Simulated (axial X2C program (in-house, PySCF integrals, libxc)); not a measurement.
## NaB⁻ along the bond: HF, with spin–orbit coupling

Calculated with an axial X2C code built on PySCF integrals. Two-component (2c) means X2C with spin–orbit coupling and atomic mean-field two-electron Coulomb and Gaunt terms. Basis: Na dyall-av3z [10s9p5d2f], B dyall-av3z [8s7p3d2f] (cores contracted in-house); Gaussian nuclei, density fitting, unrestricted open shells. Masses: Na 22.990 u, B 11.009 u.

State: Ω = 3/2 (⟨Sz⟩ = 1.50, ⟨Lz⟩ = 0.00 at HF). Dipoles are positive if B is the positive end and refer to the centre of mass.

| R (Å) | μ (D) | HOMO (eV) | LUMO (eV) |
| --- | --- | --- | --- |
| 2.146 | 3.383 | -0.65 | 1.64 |
| 2.245 | 2.705 | -0.72 | 1.65 |
| 2.319 | 2.212 | -0.77 | 1.65 |
| 2.393 | 1.732 | -0.82 | 1.65 |
| 2.467 | 1.262 | -0.87 | 1.65 |
| 2.553 | 0.725 | -0.94 | 1.65 |
| 2.640 | 0.195 | -1.00 | 1.65 |
| 2.751 | -0.475 | -1.08 | 1.65 |
| 2.886 | -1.282 | -1.18 | 1.64 |
| 3.084 | -2.436 | -1.32 | 1.63 |

Q: The minimum lies at 2.550 Å. What is the dipole moment there?

A: At HF, 2c, with the sign and origin stated: μ = 0.74 D.

Occupations by symmetry block were frozen at the best pattern of an incomplete PBE0 search. PBE0 can misorder states that lie within some tenths of an eV, so this need not be the ground state of the molecule. The nearest other spin-free determinant of the search, M_S = 3/2, Λ = 1, lies 0.03 eV up at the distance of the search. The spin of this state cannot come from the lowest atoms; the curve heads to a higher limit, and no De is given. With several unpaired electrons one determinant need not be a pure state. A state of lower Ω lies just above, and one determinant can place such states too high, so the state shown need not be the lowest. The search has Ω = 1/2 only 0.03 eV up. This is the top spin component of a Σ state; components of lower Ω are not single determinants and can lie lower. The LUMO of an anion is an unbound level whose energy the basis sets.
